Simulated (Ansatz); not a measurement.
N$_{2}$H$_{2}$, closed shell: a pair in one relaxed arrangement.

Input (in.yaml):

```yaml
crystal:
  periodic: [false, false, false]
  atoms:
    - {symbol: N, position_ang: [0.004944, 0.207131, -2.488412]}
    - {symbol: N, position_ang: [0.064941, -0.044640, -1.430180]}
    - {symbol: H, position_ang: [-0.009303, -0.116144, 1.588650]}
    - {symbol: H, position_ang: [-0.060681, -0.046348, 2.329944]}
basis:
  gaussian: {orbitals: "def2-TZVPPD.json"}
hamiltonian: {xc: {name: wB97M-V}}
```

The basis file named in the input lies beside it (Basis Set Exchange, JSON).

Launched with

```bash
ansatz run in.yaml --threads 2 --pin off --events-out ev --progress --plain --max-ram 5222MiB
```

The run's output (Ansatz 0.2.0):

```
Functional definition: wB97M-V
  name "wB97M-V"
  cite "Mardirossian & Head-Gordon, J. Chem. Phys. 144, 214110 (2016) doi:10.1063/1.4952647"
  cite "Becke, J. Chem. Phys. 107, 8554 (1997) doi:10.1063/1.475007"
  cite "Vydrov & Van Voorhis, J. Chem. Phys. 133, 244103 (2010) doi:10.1063/1.3521275"
  # Of w^i u^j: cxij and so on, Table III.
  parameter omega = 0.3/bohr
  parameter cx = 0.15
  parameter cx01 = 1.007
  parameter cx10 = 0.259
  parameter css00 = 0.443
  parameter css04 = -1.437
  parameter css10 = -4.535
  parameter css20 = -3.390
  parameter css43 = 4.278
  parameter cos00 = 1.000
  parameter cos10 = 1.358
  parameter cos20 = 2.924
  parameter cos21 = -8.812
  parameter cos60 = -1.390
  parameter cos61 = 9.142
  parameter b = 6.0
  parameter c = 0.01
  gx(w, u) = 1 - cx + cx01*u + cx10*w
  gss(w, u) = css00 + css04*u^4 + css10*w + css20*w^2 + css43*w^4*u^3
  gos(w, u) = cos00 + cos10*w + (cos20 + cos21*u)*w^2 + (cos60 + cos61*u)*w^6
  exchange = spin_sum(e_x_unif_sr(omega)*gx(b97_w, b97_u_x)) + cx*exact_x_sr(omega) + exact_x_lr(omega)
  correlation = spin_sum(e_c_pw_mod_same_spin*gss(b97_w, b97_u_same))
      + integral(e_c_pw_mod_opposite_spin*gos(b97_w_opposite, b97_u_opposite)) + vv10(b, c)
476 factors; their error is unknown
130 factors; integrals over basis functions are off by at most 8.1e-5 eV
mean field evaluation 1: about -3012.1972 eV, gradient 1.7e1 eV
mean field evaluation 2: about -3012.6081 eV, gradient 6.6e0 eV
mean field evaluation 4: about -3012.6829 eV, gradient 3.3e-1 eV
mean field evaluation 8: about -3012.6867 eV, gradient 2.5e-1 eV
mean field -3012.68674721 eV, -110.7141958876 hartree, gradient 2.2e-5 eV, S^2 0.000000; 0 other end points of the search recorded, 0 dependent functions left out
reference -3012.68678782 eV, -110.7141973800 hartree; 8, 8 occupied and 100, 100 virtual orbitals, 476 factors
Total energy: -3012.68678782 eV, -110.7141973800 hartree
```

The run took about 1.6 s on 2 CPU threads (shared host).
